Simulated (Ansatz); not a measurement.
## GaP2H⁺, doublet: the ladder up to RCCSDT(Q)

Geometry: that of the GaP2H, triplet, kept fixed.

```xyz
4

Ga   -0.0099    0.0340    1.1545
P     0.0883    0.9813   -1.3360
P    -0.0235   -1.0996   -1.2197
H    -1.3092    1.2855   -1.3235
```

Basis cc-pVDZ; Ansatz 0.2.0. Only valence electrons are correlated (noble-gas cores and the filled d shells of p-block atoms frozen), which leaves 13 electrons in 44 orbitals. Prefix R: restricted or restricted open-shell reference; prefix U: unrestricted. No spin–orbit coupling is included, and no scalar relativity.

Full CI isn't at hand for all of this; RCCSDT(Q) serves as the reference, and is uncertain by the last step of the cluster series or more. The frozen core follows each run's orbitals, which can shift R against U totals by a few meV for light atoms and by up to 0.1 eV past Ca.

```
UHF ⟨S²⟩                          : 1.642
T1 diagnostic (RCCSD)             : 0.0408
largest doubles amplitude (RCCSD) : 0.113
```

```csv
level,E − E(RCCSDT(Q)) (kcal/mol),share of correlation (%),wall time
RHF,199.00,0.00,–
RMP2,38.23,80.79,–
RCCSD,11.35,94.30,–
RCCSD(T),2.12,98.94,31 s
BCCD(T),2.34,98.82,32 s
RCCSDT,1.02,99.49,–
```

The correlation energy at RCCSDT(Q), counted from RHF, is -8.630 eV. That run took 3.6 min on 1 thread of Arm Neoverse V2, shared host.

Run but not shown, since their state, orbitals or frozen core can't be matched to the reference's or they repeat it: UHF, UMP2, UCCSD, UCCSD(T), UCCSDT, UCCSDT(Q).

Times hold each run's SCF and search for its determinant on a shared host, so for small cases they say little of a method's own cost; they ran on 1 thread of Arm Neoverse V2.
